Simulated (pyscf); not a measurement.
disiloxane (H₃Si–O–SiH₃) → silane (SiH₄) + silanone (O=SiH₂), an elimination (singlet surface; O–Si, H–Si broken, H–Si formed). Single points on ωB97X-D3(BJ)/def2-SVP structures (PySCF, gas phase). MP2 and CC: frozen core, UHF for open shells. ΔMP2 is the change of the MP2 total energy from the triple- to the quadruple-zeta basis. Energies in kcal/mol from the reactant's lowest minimum found.

Small-basis levels: PySCF, no dispersion term, spherical d functions. AM1 to PM7: differences of heats of formation from MOPAC, which are fitted to 298 K values and so differ in kind from electronic energies by zero-point and thermal terms. GFN2-xTB: tblite. Cost: rough CPU time at the saddle relative to B3LYP/6-31G*, from one job on a shared machine.

```tsv
level	barrier	reaction energy	cost
HF/3-21G	104.7	+89.7	0.05
MP2/6-31G*	69.3	+63.7	0.09
PBE/6-31G*	59.4	+59.4	1
B3LYP/STO-3G	101.4	+71.2	0.6
B3LYP/6-31G*	67.0	+63.0	1
M06-2X/6-31G*	69.1	+71.2	2
B3LYP/6-311+G**	65.3	+61.8	2
PBE/def2-SVP	60.6	+62.2	2
B3LYP/def2-SVP	68.2	+65.8	1
GFN2-xTB	55.1	+37.9	under 0.02
AM1	72.4	+56.4	under 0.02
PM6	60.6	+73.8	under 0.02
CCSD(T)/def2-TZVPP + ΔMP2(QZVPP)	66.1	+68.6	–
```

Against the last row the barrier runs from -11.1 (GFN2-xTB) to +38.6 kcal/mol (HF/3-21G). CCSD(T)/def2-TZVPP + ΔMP2(QZVPP) has limits of its own. On the product side the descent ends in a complex, 7.3 kcal/mol under the separated species and 0.4 kcal/mol under the saddle at ωB97X-D3(BJ)/def2-TZVP. At CCSD(T) the saddle lies under the separated products, which points to a path from their complex (located at ωB97X-D3(BJ) alone), and parting the products costs more than the saddle. This is the saddle that the search found; another between the same sides may lie lower. The CCSD(T) − MP2 part came from Ansatz, without density fitting, on the same reference.
